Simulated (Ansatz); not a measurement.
A nudged elastic band was laid between two geometries of C$_{3}$H$_{6}$ClN (11 atoms, charge 0, multiplicity 1).

Computed with Ansatz 0.2.0, RKS r2SCAN-D4/def2-SVP.

- movable images: 6
- climbing image: no
- spring: 5.0 eV/Å²
- optimiser: quadratic models (default)
- start path: through a guess of the saddle point
- force threshold: 0.05 eV/Å
- iteration limit: 60
- end points: relaxed

Initial state:

```xyz
11
Properties=species:S:1:pos:R:3
C -1.208 -0.789 0.361
C -0.449 0.484 0.577
C 0.697 0.793 -0.062
N 1.322 0.091 -1.078
Cl 1.529 2.293 0.300
H -2.034 -0.676 -0.367
H -0.564 -1.607 -0.006
H -1.662 -1.140 1.301
H -0.853 1.228 1.266
H 2.337 0.107 -1.042
H 0.950 -0.842 -1.229
```

Final state:

```xyz
11
Properties=species:S:1:pos:R:3
C -1.235 -0.783 0.353
C -0.469 0.490 0.545
C 0.745 0.731 0.013
N 1.535 -0.126 -0.739
Cl 1.552 2.254 0.331
H -2.109 -0.651 -0.311
H -0.617 -1.592 -0.067
H -1.626 -1.155 1.315
H -0.911 1.278 1.159
H 2.188 0.347 -1.355
H 1.011 -0.849 -1.223
```

(1) Which bonds break or form, and what moves?

(2) Give the energies along the band, and the barrier.

(3) What is the geometry of the highest image?

Results:

(1) No bond is made or broken. The height of N4 over the plane of its neighbours goes from 0.28 to -0.29 Å.

(2) It converged. The highest image is number 3 of 0 to 7, 0.049 eV above the first end and 0.037 eV above the last; the last end lies 0.012 eV above the first. No image climbed, so the highest image needn't sit at the top of the path.

```
image  path coordinate (Å)  energy (eV)  height of N4 over the plane of its neighbours (Å)
    0                 0.00        0.000                                               0.28
    1                 0.12        0.004                                               0.24
    2                 0.25        0.028                                               0.14
    3                 0.38        0.049                                               0.00
    4                 0.52        0.037                                              -0.14
    5                 0.66        0.015                                              -0.27
    6                 0.79        0.013                                              -0.29
    7                 0.93        0.012                                              -0.29
```

(3) 
```xyz
11
Properties=species:S:1:pos:R:3:forces:R:3
C -1.228 -0.788 0.374 0.02 0.00 0.00
C -0.470 0.489 0.572 0.00 -0.01 -0.02
C 0.714 0.755 -0.019 -0.02 0.03 0.02
N 1.405 -0.016 -0.917 -0.01 0.01 -0.03
Cl 1.545 2.263 0.324 0.00 0.00 0.00
H -2.073 -0.682 -0.332 0.01 0.01 -0.01
H -0.586 -1.601 -0.005 0.00 0.00 0.02
H -1.659 -1.142 1.325 0.00 -0.01 0.00
H -0.901 1.268 1.202 0.01 0.00 0.01
H 2.351 0.221 -1.173 0.01 -0.01 0.02
H 0.969 -0.826 -1.330 -0.01 -0.02 -0.01
```

The run took 120 s on 2 threads of Intel(R) Xeon(R) Platinum 8488C (Sapphire Rapids), with other jobs on the host, peak memory 0.24 GiB.
